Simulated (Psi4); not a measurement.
# MgHSF (SMILES [F][Mg][SH]): a chain of runs, part 2 of 2

Psi4 1.11.

## 3. A geometry optimisation at PBE0-D4/def2-TZVP (density fitting) (run 2)

Contents of fhmgs.in:

```
memory 3.3 GB

molecule molecule1 {
  F     -1.111417     0.296002     2.068265
  Mg    -0.447656     0.214516     0.427061
  S      0.345385     0.107578    -1.738679
  H      1.461412    -0.576667    -1.350662
  symmetry c1
}

set {
  basis                   def2-TZVP
  scf_type                df
  geom_maxiter            50
  max_force_g_convergence 0.0002
}

result = optimize("pbe0-d4")
```

On the command line:

```bash
$ psi4 fhmgs.in fhmgs.out -n 2
```

fhmgs.out:

```text
Psi4 1.11 release

gradient() will perform analytic gradient computation.

   => Loading Basis Set <=

    Name: DEF2-TZVP
    Role: ORBITAL
    Keyword: BASIS

   => PBE0-D4(BJ,EEQ)ATM: Empirical Dispersion <=

        a1 =       0.400856
        a2 =       5.029288
       alp =      16.000000
        s6 =       1.000000
        s8 =       1.200655
        s9 =       1.000000
        ga =       3.000000
        gc =       2.000000
        wf =       6.000000

         ---------------------------------------------------------
                                   SCF
                              RKS Reference
                        2 Threads,   3147 MiB Core
         ---------------------------------------------------------

  ==> Geometry <==

    Molecular point group: c1
    Full point group: C1

    Geometry (in Angstrom), charge = 0, multiplicity = 1:

       Center              X                  Y                   Z               Mass
    ------------   -----------------  -----------------  -----------------  -----------------
         F           -0.856864285443     0.116612147193     2.165859331654    18.998403162730
         MG          -0.193103285443     0.035126147193     0.524655331654    23.985041697000
         S            0.599937714557    -0.071811852807    -1.641084668346    31.972071174400
         H            1.715964714557    -0.756056852807    -1.253067668346     1.007825032230

  Running in c1 symmetry.

  Rotational constants: A =      9.25628  B =      0.07954  C =      0.07886 [cm^-1]
  Rotational constants: A = 277496.26640  B =   2384.51948  C =   2364.30296 [MHz]
  Nuclear repulsion =  104.549489667698808

  Charge       = 0
  Multiplicity = 1
  Electrons    = 38
  Nalpha       = 19
  Nbeta        = 19

  ==> Algorithm <==

  SCF Algorithm Type is DF.
  DIIS enabled.
  MOM disabled.
  Fractional occupation disabled.
  Guess Type is SAD.
  Energy threshold   = 1.00e-08
  Density threshold  = 1.00e-08
  Integral threshold = 1.00e-12

  ==> Primary Basis <==

  Basis Set: DEF2-TZVP
    Blend: DEF2-TZVP
    Number of shells: 40
    Number of basis functions: 106
    Number of Cartesian functions: 119
    Spherical Harmonics?: true
    Max angular momentum: 3

  ==> DFT Potential <==

   => LibXC <=

    Version 7.1.2

   => Composite Functional: PBE0-D4BJEEQATM <=

    PBE0-d4bjeeqatm Hyb-GGA Exchange-Correlation Functional

    Deriv               =              1
    GGA                 =           TRUE
    Meta                =          FALSE

    Exchange Hybrid     =           TRUE
    MP2 Hybrid          =          FALSE

   => Exchange Functionals <=

    0.7500   Perdew, Burke & Ernzerhof

   => Exact (HF) Exchange <=

    0.2500               HF

   => Correlation Functionals <=

    1.0000   Perdew, Burke & Ernzerhof

   => LibXC Density Thresholds  <==

    XC_HYB_GGA_XC_PBEH:  1.00E-15

   => Molecular Quadrature <=

    Radial Scheme          =       TREUTLER
    Pruning Scheme         =           NONE
    Nuclear Scheme         =       TREUTLER

    Blocking Scheme        =         OCTREE
    BS radius alpha        =              1
    Pruning alpha          =              1
    Radial Points          =             75
    Spherical Points       =            302
    Total Points           =          87213
    Total Blocks           =            721
    Max Points             =            255
    Max Functions          =             99
    Weights Tolerance      =       1.00E-15

   => Loading Basis Set <=

    Name: (DEF2-TZVP AUX)
    Role: JKFIT
    Keyword: DF_BASIS_SCF

  ==> Integral Setup <==

  DFHelper Memory: AOs need 0.029 GiB; user supplied 2.126 GiB.
  SCF_SUBTYPE=INCORE selected. In-core MEM_DF algorithm will be used.
  Using in-core AOs.

  ==> MemDFJK: Density-Fitted J/K Matrices <==

    J tasked:                   Yes
    K tasked:                   Yes
    wK tasked:                   No
    Memory [MiB]:              2177
    Algorithm:                 Core
    Schwarz Cutoff:           1E-12
    Mask sparsity (%):       8.8466
    Fitting Condition:        1E-10

   => Auxiliary Basis Set <=

  Basis Set: (DEF2-TZVP AUX)
    Blend: DEF2-UNIVERSAL-JKFIT
    Number of shells: 103
    Number of basis functions: 335
    Number of Cartesian functions: 405
    Spherical Harmonics?: true
    Max angular momentum: 4

  Cached 100.0% of DFT collocation blocks in 0.179 [GiB].

  Minimum eigenvalue in the overlap matrix is 8.0455846880E-03.
  Reciprocal condition number of the overlap matrix is 1.7401751824E-03.
    Using symmetric orthogonalization.

  ==> Pre-Iterations <==

  SCF Guess: Superposition of Atomic Densities via on-the-fly atomic UHF (no occupation information).

   -------------------------
    Irrep   Nso     Nmo
   -------------------------
     A        106     106
   -------------------------
    Total     106     106
   -------------------------

  ==> Iterations <==

                           Total Energy        Delta E     RMS |[F,P]|

[... 1 line left out ...]
   @DF-RKS iter   1:  -698.33745675606303   -5.10628e-01   7.29474e-03 DIIS/ADIIS
[... 3 lines left out ...]
   @DF-RKS iter   5:  -698.54226289268706   -8.57033e-04   1.44314e-04 DIIS/ADIIS
[... 3 lines left out ...]
   @DF-RKS iter   9:  -698.54238469565405   -2.40891e-09   1.56557e-07 DIIS
[... 30 lines left out ...]
    Final Occupation by Irrep:
[... 11 lines left out ...]
    Two-Electron Energy =                 416.0767598898854089
[... 3 lines left out ...]
    Total Energy =                       -698.5423846957970682
[... 89 lines left out ...]
    Weights Tolerance      =       1.00E-15
[... 56 lines left out ...]
	  Convergence Criteria              o    2.00e-04 *             o             o             o~
[... 137 lines left out ...]
   @DF-RKS iter   1:  -698.54291127975523    1.17988e-02   6.35671e-05 DIIS
[... 3 lines left out ...]
   @DF-RKS iter   5:  -698.54294110257047   -7.33759e-08   8.02508e-07 DIIS
[... 3 lines left out ...]
  Energy and wave function converged.
[... 17 lines left out ...]
    One-Electron Energy =               -1181.4610375961142381
[... 3 lines left out ...]
    VV10 Nonlocal Energy =                  0.0000000000000000
[... 17 lines left out ...]
 Dipole Z            :          3.0738389           -3.2216953           -0.1478564
[... 96 lines left out ...]
	   Step    Total Energy     Delta E     Max Force     RMS Force      Max Disp      RMS Disp
[... 101 lines left out ...]
   @DF-RKS iter   0:  -698.54514855522473   -6.98545e+02   1.23448e-04
[... 3 lines left out ...]
   @DF-RKS iter   4:  -698.54297385363168   -3.17617e-08   8.67599e-07 DIIS
[... 3 lines left out ...]
   @DF-RKS iter   8:  -698.54297385652922   -3.41061e-13   3.43812e-09 DIIS
[... 17 lines left out ...]
    Nuclear Repulsion Energy =            105.9796472353220196
[... 3 lines left out ...]
    Empirical Dispersion Energy =          -0.0016086240579839
[... 17 lines left out ...]
 Dipole Y            :          0.6744849           -0.8102758           -0.1357909
[... 92 lines left out ...]
	Measures of convergence in internal coordinates in au.
[... 93 lines left out ...]
                           Total Energy        Delta E     RMS |[F,P]|
[... 4 lines left out ...]
   @DF-RKS iter   3:  -698.54297572284554   -1.09028e-08   2.85715e-07 DIIS
[... 3 lines left out ...]
  Energy and wave function converged.
[... 17 lines left out ...]
    One-Electron Energy =               -1182.1578359117088439
[... 3 lines left out ...]
    VV10 Nonlocal Energy =                  0.0000000000000000
[... 17 lines left out ...]
 Dipole Z            :          3.0643863           -3.2154011           -0.1510148
[... 96 lines left out ...]
	   Step    Total Energy     Delta E     Max Force     RMS Force      Max Disp      RMS Disp
[... 101 lines left out ...]
   @DF-RKS iter   0:  -698.54309284723900   -6.98543e+02   3.66089e-05
[... 3 lines left out ...]
   @DF-RKS iter   4:  -698.54297778858427   -1.99930e-09   2.47162e-07 DIIS
[... 3 lines left out ...]
  Energy and wave function converged.
[... 17 lines left out ...]
    One-Electron Energy =               -1182.1479395370688508
[... 3 lines left out ...]
    VV10 Nonlocal Energy =                  0.0000000000000000
[... 17 lines left out ...]
 Dipole Z            :          3.0624158           -3.2174800           -0.1550642
[... 96 lines left out ...]
	   Step    Total Energy     Delta E     Max Force     RMS Force      Max Disp      RMS Disp
[... 90 lines left out ...]
   @DF-RKS iter   0:  -698.54302777053726   -6.98543e+02   1.75022e-05
[... 3 lines left out ...]
   @DF-RKS iter   4:  -698.54297841362700   -3.48564e-10   8.43546e-08 DIIS
[... 3 lines left out ...]
  Energy and wave function converged.
[... 19 lines left out ...]
    Virtual:

      20A     -0.059199    21A     -0.009155    22A      0.005406
      23A      0.028947    24A      0.089802    25A      0.102514
      26A      0.104794    27A      0.134730    28A      0.156690
[... 25 lines of this table left out ...]
     104A      9.111915   105A     18.735372   106A     56.898721

    Final Occupation by Irrep:
              A
    DOCC [    19 ]
    NA   [    19 ]
    NB   [    19 ]

  @DF-RKS Final Energy:  -698.54297841366906

   => Energetics <=

    Nuclear Repulsion Energy =            105.9667833349812582
    One-Electron Energy =               -1182.1366576620555406
    Two-Electron Energy =                 417.5327144541225834
    DFT Exchange-Correlation Energy =     -39.9042104263087154
    Empirical Dispersion Energy =          -0.0016081144086474
    VV10 Nonlocal Energy =                  0.0000000000000000
    Total Energy =                       -698.5429784136690614

Computation Completed

Properties will be evaluated at   0.000000,   0.000000,   0.000000 [a0]

Properties computed using the SCF density matrix

 Multipole Moments:

 ------------------------------------------------------------------------------------
     Multipole            Electronic (a.u.)      Nuclear  (a.u.)        Total (a.u.)
 ------------------------------------------------------------------------------------

 L = 1.  Multiply by 2.5417464519 to convert [e a0] to [Debye]
 Dipole X            :         -2.0788819            2.3961901            0.3173082
 Dipole Y            :          0.6730936           -0.8119141           -0.1388206
 Dipole Z            :          3.0603910           -3.2171801           -0.1567890
 Magnitude           :                                                    0.3801821

 ------------------------------------------------------------------------------------

	total time  =          8 seconds =       0.13 minutes

         ------------------------------------------------------------
                                   SCF GRAD
         ------------------------------------------------------------

  ==> Geometry <==

    Molecular point group: c1
    Full point group: C1

    Geometry (in Angstrom), charge = 0, multiplicity = 1:

       Center              X                  Y                   Z               Mass
    ------------   -----------------  -----------------  -----------------  -----------------
         F           -0.840221160886     0.116648676458     2.139423200174    18.998403162730
         MG          -0.201176415932     0.032577979614     0.513036170598    23.985041697000
         S            0.596709792391    -0.070201014389    -1.617035450133    31.972071174400
         H            1.696759931021    -0.747204058803    -1.241134019579     1.007825032230

  Nuclear repulsion =  105.966783334981244

   => Molecular Quadrature <=

    Radial Scheme          =       TREUTLER
    Pruning Scheme         =           NONE
    Nuclear Scheme         =       TREUTLER

    Blocking Scheme        =         OCTREE
    BS radius alpha        =              1
    Pruning alpha          =              1
    Radial Points          =             75
    Spherical Points       =            302
    Total Points           =          87199
    Total Blocks           =            721
    Max Points             =            256
    Max Functions          =             99
    Weights Tolerance      =       1.00E-15

  -Total Gradient:
     Atom            X                  Y                   Z
    ------   -----------------  -----------------  -----------------
       1       -0.000036072341    -0.000045781923    -0.000026423863
       2        0.000048515238     0.000096458010     0.000012602407
       3       -0.000003984510    -0.000056380254     0.000050002861
       4        0.000029851370    -0.000008847633    -0.000056513577

	total time  =          4 seconds =       0.07 minutes

    			-----------------------------------------

    			 OPTKING 3.0: for geometry optimizations

    			        with contributions from

    			-----------------------------------------

	                            ===> Fragment 1 <==

	 Z (Atomic Numbers)          Masses                          Geom
	       9.000000            18.998403         -1.58778788  0.22043405  4.04292391
	      12.000000            23.985042         -0.38016833  0.06156346  0.96949785
	      16.000000            31.972071          1.12761808 -0.13266069 -3.05575414
	       1.000000             1.007825          3.20641157 -1.41201103 -2.34540338

	 - Coordinate -           - BOHR/RAD -       - ANG/DEG -
	 R(1,2)           =         3.305984           1.749452
	 R(2,3)           =         4.302766           2.276926
	 R(3,4)           =         2.542188           1.345268
	 L(1,2,3)         =         3.125359         179.069870
	 l(1,2,3)         =         3.141593         180.000000
	 B(2,3,4)         =         1.618675          92.743239

	        --- Internal Coordinate Step in ANG or DEG, aJ/ANG or AJ/DEG ---
	-------------------------------------------------------------------------------
	           Coordinate      Previous         Force          Change          New
	           ----------      --------        ------          ------        ------
	               R(1,2)       1.74945        0.00003        0.00005       1.74950
	               R(2,3)       2.27693       -0.00003        0.00001       2.27694
	               R(3,4)       1.34527        0.00001       -0.00007       1.34520
	             L(1,2,3)     179.06987        0.00001        0.13927     179.20914
	             l(1,2,3)     180.00000        0.00001        0.03531     180.03531
	             B(2,3,4)      92.74324       -0.00001       -0.08158      92.66166
	-------------------------------------------------------------------------------

	                                 ==> Convergence Check <==

	Measures of convergence in internal coordinates in au.

	Criteria marked as inactive (o), active & met (*), and active & unmet ( ).

	----------------------------------------------------------------------------------------------
	   Step    Total Energy     Delta E     Max Force     RMS Force      Max Disp      RMS Disp
	----------------------------------------------------------------------------------------------
	  Convergence Criteria              o    2.00e-04 *             o             o             o
	----------------------------------------------------------------------------------------------
	     6    -698.54297841   -6.25e-07 o    1.73e-04 *    1.04e-04 o    2.43e-03 o    1.18e-03 o  ~
	----------------------------------------------------------------------------------------------

Next Geometry in Ang
	Fragment 1 (Ang)

	    F  -0.8386492385   0.1163747334   2.1394021962
	   Mg  -0.2024264519   0.0324061802   0.5118492372
	    S   0.5970852781  -0.0698517343  -1.6176482115
	    H   1.6960625589  -0.7471075964  -1.2393133208

    Final optimized geometry and variables:
    Molecular point group: c1
    Full point group: C1

    Geometry (in Angstrom), charge = 0, multiplicity = 1:

    F           -0.840221160886     0.116648676458     2.139423200174
    MG          -0.201176415932     0.032577979614     0.513036170598
    S            0.596709792391    -0.070201014389    -1.617035450133
    H            1.696759931021    -0.747204058803    -1.241134019579

    Psi4 run time: 0:01:30.81

[set-up sections that repeat, and orbital energies of the middle runs, are left out above]
```

On the terminal:

```text
Optimizer: Optimization complete!
```

Wall time 94 s (2 threads of AMD EPYC (Zen 3), shared host); peak memory 0.55 GiB.

Step by step:

```tsv
step	energy from the first frame kept (eV)	largest force (eV/Å)
0	0.0000	0.5932
1	-0.0151	0.1284
2	-0.0160	0.0190
3	-0.0161	0.0146
4	-0.0161	0.0076
5	-0.0162	0.0056
```

After the run. Bond lengths: F1–Mg2 1.749 Å, Mg2–S3 2.277 Å, S3–H4 1.345 Å. Angles: F1–Mg2–S3 179.1°, Mg2–S3–H4 92.7°.

Runs 3 to 9 aren't shown in full; the table further down has their settings and results.

## 4. The energy at MP2/def2-QZVPP (density fitting, density fitting for correlation) (run 10)

Contents of fhmgs.dat:

```
memory 3300 MB

molecule molecule1 {
  0 1
  F     -1.094774     0.296039     2.041829
  Mg    -0.455729     0.211968     0.415442
  S      0.342157     0.109189    -1.714630
  H      1.442207    -0.567814    -1.338728
  units angstrom
  symmetry c1
}

set scf_type df
set num_frozen_docc 7

energy('mp2/def2-QZVPP')
print_variables()
```

On the command line:

```bash
$ psi4 fhmgs.dat fhmgs.out -n 2
```

fhmgs.out (excerpt; [...] marks lines left out):

```text
[...]
  Running in c1 symmetry.
[...]
  Nuclear repulsion =  105.966774893922320
[...]
  Multiplicity = 1
[...]
  Nalpha       = 19
  Nbeta        = 19
[...]
    Number of basis functions: 220
[...]
   @DF-RHF iter   1:  -697.23554310118277   -9.99345e-01   2.66008e-03 ADIIS/DIIS
[...]
   @DF-RHF iter  11:  -697.35898855405355   -1.45519e-11   3.98579e-09 DIIS
[...]
    Orbital Energies [Eh]
    ---------------------
    Doubly Occupied:
       1A    -91.932469     2A    -49.061497     3A    -26.196543
       4A     -8.935736     5A     -6.617253     6A     -6.616440
       7A     -6.615863     8A     -3.801936     9A     -2.323793
      10A     -2.323444    11A     -2.322447    12A     -1.469260
      13A     -0.930838    14A     -0.593695    15A     -0.564939
      16A     -0.564905    17A     -0.528938    18A     -0.412442
      19A     -0.371583
[...]
  @DF-RHF Final Energy:  -697.35898855405355
   => Energetics <=
    Nuclear Repulsion Energy =            105.9667748939223202
    One-Electron Energy =               -1182.2834825298054966
    Two-Electron Energy =                 378.9577190818296799
    Total Energy =                       -697.3589885540534397
[...]
 Multipole Moments:
 ------------------------------------------------------------------------------------
     Multipole            Electronic (a.u.)      Nuclear  (a.u.)        Total (a.u.)
 ------------------------------------------------------------------------------------
 L = 1.  Multiply by 2.5417464519 to convert [e a0] to [Debye]
 Dipole X            :         -2.1116457            2.3961900            0.2845443
 Dipole Y            :          0.6788016           -0.8119144           -0.1331128
 Dipole Z            :          3.1451171           -3.2171799           -0.0720627
 Magnitude           :                                                    0.3223003
[...]
```

Wall time 22 s (2 threads of AMD EPYC (Zen 3), shared host); peak memory 0.5 GiB.

## 5. Overview of the runs

```tsv
run	level	geom maxiter	max force g convergence	energy (Eh)	dipole moment (D)	HOMO energy (eV)	LUMO energy (eV)	wall time
1	PBE-D4/def2-SVP (density fitting)	60	0.0005	-698.158226	1.17	-6.10	-2.32	98 s
2	PBE0-D4/def2-TZVP (density fitting)	50	0.0002	-698.542978	0.97	-7.43	-1.61	94 s
3	PBE0-D4/def2-TZVP (density fitting)	–	–	timeout	–	–	–	4.9 min
4	PBE-D4/def2-TZVPP (density fitting)	–	–	-698.494147	0.97	-6.24	-2.33	43 s
5	r2SCAN-D4/def2-TZVPP (density fitting)	–	–	-698.790510	0.90	-6.49	-1.86	72 s
6	B3LYP-D4/def2-TZVPP (density fitting)	–	–	-698.928731	0.97	-7.19	-1.93	30 s
7	PBE0-D4/def2-TZVPP (density fitting)	–	–	-698.543743	0.96	-7.43	-1.61	44 s
8	wB97M-V/def2-TZVPP (density fitting)	–	–	-698.826465	0.89	-9.68	-0.32	85 s
9	CCSD(T)/def2-TZVPP (density fitting, density fitting for correlation)	–	–	timeout	–	–	–	2 min
10	MP2/def2-QZVPP (density fitting, density fitting for correlation)	–	–	-698.071309	–	-10.11	0.40	22 s
```

## 6. Outcome

What follows sums up all 2 parts.

| quantity | value |
| --- | --- |
| run 10, MP2/def2-QZVPP: total energy | -698.07131 Eh |
| run 10, MP2/def2-QZVPP: HOMO energy (Hartree–Fock orbitals) | -10.11 eV |
| run 10, MP2/def2-QZVPP: LUMO energy (Hartree–Fock orbitals) | 0.40 eV |
| run 10, MP2/def2-QZVPP: HOMO–LUMO gap (Hartree–Fock orbitals) | 10.52 eV |
| run 10, MP2/def2-QZVPP: correlation energy (7 core orbitals frozen) | -712.3 mEh |

**Reading.** Over runs 4, 5, 6, 7, 8 the dipole moment (its size) runs from 0.89 D (wB97M-V/def2-TZVPP) to 0.97 D (PBE-D4/def2-TZVPP). Over runs 4, 5, 6, 7, 8 the HOMO–LUMO gap runs from 3.92 eV (PBE-D4/def2-TZVPP) to 9.36 eV (wB97M-V/def2-TZVPP). Totals of different functionals can't be ranked against each other. All runs together took 15 min, the longest 4.9 min. 2 of the 10 runs did not end normally.
